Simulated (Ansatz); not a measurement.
Input for Ansatz (development build ahead of 0.2.0):

```yaml
crystal:
  periodic: [false, false, false]
  atoms:
    - { symbol: Si, position_ang: [-0.00215, -0.00448, -0.54526] }
    - { symbol: O, position_ang: [-0.00224, 0.00514, 0.96111] }
basis:
  gaussian: { orbitals: STO-3G }
hamiltonian:
  xc: hf
correlation:
  method: mp2
  frozen_orbitals: { O: 1, Si: 5 }
```

The input is written out in the form of the current development build from the run's settings.

Output:

```
Converged                       : yes
Reference energy                : -359.39867 hartree
Correlation energy              : -0.14240 hartree
Total energy                    : -359.54107 hartree
Spin squared of the determinant : 0.000
```
